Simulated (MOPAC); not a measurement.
MOPAC input (PM6):

```
PM6 PRECISE GNORM=0.05 LET XYZ CHARGE=1 GEO-OK AUX(PRECISION=9) THREADS=1
H4N

N    -0.00000000 1    0.00000000 1    0.00000000 1
H     0.01428541 1    0.96188359 1   -0.35397200 1
H     0.83339821 1   -0.49769460 1   -0.32934452 1
H    -0.84032710 1   -0.47735428 1   -0.34161902 1
H    -0.00735652 1    0.01316529 1    1.02493554 1
```

From the last part of the output:

```
                                                       MOPAC v23.2.5 Linux

          FINAL HEAT OF FORMATION =        151.89805 KCAL/MOL =     635.54146 KJ/MOL

          COSMO AREA              =         50.39 SQUARE ANGSTROMS
          COSMO VOLUME            =         31.91 CUBIC ANGSTROMS

          GRADIENT NORM           =          0.00294          =       0.00131 PER ATOM
          IONIZATION POTENTIAL    =         24.896138 EV
          HOMO LUMO ENERGIES (EV) =        -24.896 -4.727
          NO. OF FILLED LEVELS    =          4
          MOLECULAR WEIGHT        =         18.0383         POINT GROUP:  Td

          MOLECULAR DIMENSIONS (Angstroms)

            Atom       Atom       Distance
            H     4    H     2     1.68069
            H     5    H     3     1.68069
            H     3    H     4     1.18843

          SCF CALCULATIONS        =          5

   ATOM   CHEMICAL          X               Y               Z
  NUMBER   SYMBOL      (ANGSTROMS)     (ANGSTROMS)     (ANGSTROMS)

     1       N          0.00000001  *  -0.00000001  *   0.00000000  *
     2       H          0.01434338  *   0.96578718  *  -0.35540852  *
     3       H          0.83678033  *  -0.49971436  *  -0.33068108  *
     4       H         -0.84373736  *  -0.47929149  *  -0.34300540  *
     5       H         -0.00738637  *   0.01321872  *   1.02909497  *

                             CARTESIAN COORDINATES

   1    N        0.000000005    -0.000000014     0.000000005
   2    H        0.014343380     0.965787181    -0.355408516
   3    H        0.836780333    -0.499714356    -0.330681076
   4    H       -0.843737358    -0.479291495    -0.343005397
   5    H       -0.007386375     0.013218723     1.029094971

           Empirical Formula: H4 N  =     5 atoms

      MOLECULAR POINT GROUP   :   Td

                  EIGENVALUES
 -40.91608 -24.89614 -24.89614 -24.89614  -4.72655  -1.81028  -1.81028  -1.81028

              NET ATOMIC CHARGES AND DIPOLE CONTRIBUTIONS

  ATOM NO.   TYPE          CHARGE      No. of ELECS.   s-Pop       p-Pop
    1          N          -0.077157        5.0772     1.35729     3.71987
    2          H           0.269289        0.7307     0.73071
    3          H           0.269289        0.7307     0.73071
    4          H           0.269289        0.7307     0.73071
    5          H           0.269289        0.7307     0.73071
 DIPOLE           X         Y         Z       TOTAL
 POINT-CHG.    -0.000     0.000    -0.000     0.000
 HYBRID         0.000    -0.000     0.000     0.000
 SUM           -0.000     0.000    -0.000     0.000

          ATOMIC ORBITAL ELECTRON POPULATIONS

     Atom    s        px        py        pz
    1  N   1.35729   1.23996   1.23996   1.23996
    2  H   0.73071
    3  H   0.73071
    4  H   0.73071
    5  H   0.73071

 **********************
 *                    *
 * JOB ENDED NORMALLY *
 *                    *
 **********************

 == MOPAC DONE ==
```

The dipole moment of an ion depends on the origin.
